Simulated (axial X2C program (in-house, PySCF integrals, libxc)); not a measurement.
Levels of NaAl⁻ by electron attachment to NaAl (EOM-EA-CCSD)

Calculated with an in-house all-electron X2C program for linear molecules (integrals from PySCF): two-component X2C with atomic mean-field Coulomb and Gaunt terms, Gaussian nuclei, basis Al dyall-av3z, Na dyall-acv3z with contracted cores.

R = 3.287 Å (1.045 times 3.145 Å, the PBE0 minimum at charge 0 for the lowest determinant).

Levels of NaAl⁻ obtained by attaching an electron to NaAl:

```csv
Ω,binding energy (eV),above lowest (cm⁻¹),attached spinor,one-particle weight
1/2,0.378,0,"70% Al pπ, 22% Na pπ, 7% Na dπ",0.85
3/2,0.374,39,"70% Al pπ, 22% Na pπ, 7% Na dπ",0.85
1/2,0.190,1523,"56% Na sσ, 26% Na pσ, 11% Al pσ",0.95
1/2,-0.209,4739,95% Na pσ,0.99
1/2,-0.215,4786,93% Na pπ,0.98
3/2,-0.215,4788,93% Na pπ,0.98
1/2,-0.363,5983,"72% Na sσ, 15% Na pσ",0.98
```

Question: What is the splitting of the first π pair in the table, and is it regular or inverted?

Answer: E(3/2) − E(1/2) = 39 − 0 = 39 cm⁻¹ at EOM-EA-CCSD: regular, Ω = 1/2 lower. Splittings at this level can be off by ten to twenty per cent.

Negative binding energies belong to unbound states, resonances or levels that the basis set holds; within some tenths of an eV of zero the sign is not settled.

This point took 16 s on 1 thread of Intel(R) Xeon(R) 6975P-C (Granite Rapids), with other jobs on the host.

Reference electrons by ω block (each with its −ω partner): 1/2: 10, 3/2: 2. 12 electrons of NaAl correlated (inner shells frozen), 92 natural virtual spinors (a truncated set); levels can be off by some tenths of an eV. Roots sought by Ω: (1/2: 5, 3/2: 4, 5/2: 2, 7/2: 1); rows need 60 % one-particle weight and stop where some Ω has no more roots. Missing are any skipped roots, higher Ω and states of a further excitation; these come out far too high here and may in truth be low or lowest. T1 of the reference 0.012 (Lee–Taylor). Number of frozen shells: Al 2 s, 1 p; Na 1 s.
